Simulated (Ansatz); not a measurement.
A calculation with Ansatz (development build ahead of 0.2.0).

```yaml
crystal:
  periodic: [false, false, false]
  atoms:
    - { symbol: O, position_ang: [0.06435, -0.05875, -0.07821] }
    - { symbol: H, position_ang: [-0.03426, 0.82379, 0.58672] }
    - { symbol: H, position_ang: [0.10992, -0.67054, 0.52522] }
basis:
  gaussian: { orbitals: def2-SVP }
hamiltonian:
  xc: hf
correlation:
  method: mp2
  frozen_orbitals: { H: 0, O: 1 }
```

The input is written out in the form of the current development build from the run's settings.

Results

| Item | Value |
| --- | --- |
| Converged | yes |
| Reference energy | -75.92926 hartree |
| Correlation energy | -0.20336 hartree |
| Total energy | -76.13262 hartree |
| Spin squared of the determinant | 0.000 |

Caution: bonds are stretched, where a single reference can fail; stretched shape with no unrestricted run beside it, a lower state can exist.
